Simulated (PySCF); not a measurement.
fluorine cation (F₂), SMILES FF (connectivity only; charge and spin as stated), charge +1, multiplicity 2. Atoms are numbered in the order given.

```xyz
2

F      0.0000     0.0000    -0.6365
F      0.0000     0.0000     0.6365
```
Charge +1, spin multiplicity 2.

Geometry optimised at PBE0-D3(BJ)/def2-TZVPD. The spin state was assumed, not searched.

Calculation: PySCF with PBE0/pcH-1.

Unrestricted Kohn–Sham, ⟨S²⟩ = 0.753. Hyperfine tensors hold the contact and dipolar terms, without spin-orbit corrections.

Computed hyperfine couplings:
```tsv
nucleus	A(iso) (MHz)	A(iso) (G)	dipolar principal values (MHz)
19F no. 1	252.1	89.9	-1039.4, -1033.2, 2072.6
19F no. 2	252.1	89.9	-1039.4, -1033.2, 2072.6
```
